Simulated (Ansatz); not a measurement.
`CCC(F)S` → `[CH2]` (triplet) + `CC(F)S` at 298.15 K and 1 bar (formal loss of a carbene).

Isolated molecules relaxed with PBE0-D4/def2-TZVP in Ansatz; ΔE leaves out vibrations. CBS: MP2 limit from def2 TZ/QZ plus the TZ coupled-cluster correction, frozen cores. This one scheme is used for every species. Triplets are unrestricted, without spin–orbit coupling. Each species was taken in one conformer, which may not be the lowest.

```csv
species,CCSD(T)/CBS energy (Eh),H − E (kJ/mol),S (J/(mol·K))
`CCC(F)S`,-615.93705,271.5,331.0
`[CH2]` (triplet),-39.09499,55.4,195.3
`CC(F)S`,-576.67585,193.1,300.6
```

H − E and S are ideal-gas, rigid-rotor, harmonic terms from PBE0-D4/def2-TZVP, for one conformer and one mirror image of each species, with the whole ground term of open shells counted as degenerate. 1 Eh = 2625.50 kJ/mol, R = 8.31446 J/(mol·K).

Q: By hand: ΔE, ΔH, ΔS and ΔG.

A: ΔE = (-39.09499) + (-576.67585) − (-615.93705) = 0.16621 Eh = 436.4 kJ/mol. Δ(H − E) = 55.4 + 193.1 − 271.5 = -23.0, so ΔH = 413.4 kJ/mol. ΔS = 195.3 + 300.6 − 331.0 = 164.9 J/(mol·K). ΔG = 413.4 − 298.15 × (164.9)/1000 = 364.2 kJ/mol.

Q: By hand: the equilibrium constant, and the temperature at which ΔG would vanish if ΔH and ΔS stayed fixed.

A: log₁₀ K = −ΔG/(RT ln 10) = -63.8. ΔG = 0 at ΔH/ΔS = 2507 K, far beyond where these terms or the molecules hold.

The number of gas molecules changes by +1, which sets the sign of ΔS. A doubt of 5 kJ/mol in ΔE shifts log₁₀ K by 0.9 here. Other conformers and mirror images would add mixing entropy, several J/(mol·K) or more a flexible species. A triplet takes part, so the spin changes. These are equilibria of isolated gas molecules and say nothing of rates. Largest T1 diagnostic: 0.011 (customary marks: 0.02 for closed shells, 0.045 for open ones).
